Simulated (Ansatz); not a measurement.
Input for Ansatz (development build ahead of 0.2.0):

```yaml
crystal:
  periodic: [false, false, false]
  atoms:
    - { symbol: O, position_ang: [0.0, 0.0, -0.5436] }
    - { symbol: O, position_ang: [0.0, 0.0, 0.5436] }
basis:
  gaussian: { orbitals: cc-pVTZ }
magnetization:
  initial_magnetization: 2
hamiltonian:
  xc: hf
correlation:
  method: ccsd_t
  frozen_orbitals: { O: 1 }
```

The input is written out in the form of the current development build from the run's settings. Correlation on restricted open-shell orbitals is semicanonical, with singles.

The run gave:

```yaml
Converged: yes
Reference_energy: -149.64770 hartree
Correlation_energy: -0.45218 hartree
Total_energy: -150.09988 hartree
```
